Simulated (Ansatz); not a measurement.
# AlH₃O (SMILES [OH][AlH2]): single points off equilibrium

The atoms stand at a structure displaced at random from a GFN2-xTB minimum. How far do the functionals agree with CCSD(T) there?

Computed with Ansatz 0.2.0, Gaussian basis. Level: single points in def2-TZVPP.

Correlated methods freeze the cores. B3LYP uses VWN-RPA correlation.

## 1. Starting geometry

5 atoms, charge 0, spin multiplicity 1.

Atoms are counted from 1 here; the program's logs count them from 0.

Bond lengths: O1–Al2 1.708 Å, O1–H3 0.939 Å, Al2–H4 1.536 Å, Al2–H5 1.475 Å. Angles: Al2–O1–H3 176.0°, O1–Al2–H4 111.8°, O1–Al2–H5 120.2°, H4–Al2–H5 127.7°.

Geometry (Å):

```
O     0.4487   -0.8965    0.4796
Al   -0.3050    0.4547   -0.2438
H     0.8620   -1.6062    0.9345
H    -1.1968    0.0456   -1.4251
H     0.0394    1.8195    0.1973
```

## 2. CCSD(T)/def2-TZVPP

The input, run/in.yaml:

```yaml
crystal:
  periodic: [false, false, false]
  atoms:
    - {symbol: O, position_ang: [0.448700, -0.896500, 0.479600]}
    - {symbol: Al, position_ang: [-0.305000, 0.454700, -0.243800]}
    - {symbol: H, position_ang: [0.862000, -1.606200, 0.934500]}
    - {symbol: H, position_ang: [-1.196800, 0.045600, -1.425100]}
    - {symbol: H, position_ang: [0.039400, 1.819500, 0.197300]}
basis:
  gaussian: {orbitals: def2-TZVPP}
correlation: {method: ccsd_t}
output: {forces: true}
```

No record of the launch command was kept for these runs.

## 3. PBE0-D4/def2-TZVPP

Edit run/in.yaml of step 2 so:

```diff
@@ -10,3 +10,3 @@
   gaussian: {orbitals: def2-TZVPP}
-correlation: {method: ccsd_t}
-output: {forces: true}
+hamiltonian: {xc: pbe0, dispersion: d4}
+output: {forces: true, orbitals: {seedname: orbitals}}
```

## 4. wB97M-V/def2-TZVPP

Edit run/in.yaml of step 3 so:

```diff
@@ -10,3 +10,3 @@
   gaussian: {orbitals: def2-TZVPP}
-hamiltonian: {xc: pbe0, dispersion: d4}
-output: {forces: true, orbitals: {seedname: orbitals}}
+hamiltonian: {xc: {name: wB97M-V}}
+output: {forces: true}
```

## 5. r2SCAN-D4/def2-TZVPP

Edit run/in.yaml of step 4 so:

```diff
@@ -10,3 +10,3 @@
   gaussian: {orbitals: def2-TZVPP}
-hamiltonian: {xc: {name: wB97M-V}}
+hamiltonian: {xc: r2scan, dispersion: d4}
 output: {forces: true}
```

## 6. PBE-D4/def2-TZVPP

Edit run/in.yaml of step 5 so:

```diff
@@ -10,3 +10,3 @@
   gaussian: {orbitals: def2-TZVPP}
-hamiltonian: {xc: r2scan, dispersion: d4}
+hamiltonian: {xc: pbe, dispersion: d4}
 output: {forces: true}
```

## 7. B3LYP-D4/def2-TZVPP

Edit run/in.yaml of step 6 so:

```diff
@@ -10,3 +10,3 @@
   gaussian: {orbitals: def2-TZVPP}
-hamiltonian: {xc: pbe, dispersion: d4}
+hamiltonian: {xc: {name: B3LYP}, dispersion: d4}
 output: {forces: true}
```

## 8. LC-wPBE/def2-TZVPP

Edit run/in.yaml of step 7 so:

```diff
@@ -10,3 +10,3 @@
   gaussian: {orbitals: def2-TZVPP}
-hamiltonian: {xc: {name: B3LYP}, dispersion: d4}
+hamiltonian: {xc: {name: LC-wPBE}}
 output: {forces: true}
```

(Steps that only read results are left out.)

Before running it: what results should come out? Wanted: energy less free atoms, CCSD(T)/def2-TZVPP; RMS force component; RMS force error; HOMO and LUMO, PBE0-D4; T1 diagnostic.

**Answer**, as computed:

```
                                  quantity                                                                                            value
energy less free atoms, CCSD(T)/def2-TZVPP                                                                                   -1466.3 kJ/mol
                       RMS force component                                                             0.893 to 0.972 eV/Å over the methods
                           RMS force error  PBE0-D4 0.044, wB97M-V 0.059, r2SCAN-D4 0.049, PBE-D4 0.172, B3LYP-D4 0.049, LC-wPBE 0.035 eV/Å
                    HOMO and LUMO, PBE0-D4                                                                               -8.06 and -0.89 eV
                             T1 diagnostic                                                                                            0.012
```

In words: Against CCSD(T) the functionals' energies less atoms differ by -38.9 to +8.4 kJ/mol, PBE-D4 by -15.7 kJ/mol. CCSD(T) in triple zeta still lacks some correlation energy of the bonds, so part of these gaps is its own basis error and they don't rank the functionals. On forces the order runs from LC-wPBE to PBE-D4. Frozen-core CCSD(T) forces in triple zeta carry basis errors of their own, and this is one geometry, so small gaps rank nothing.
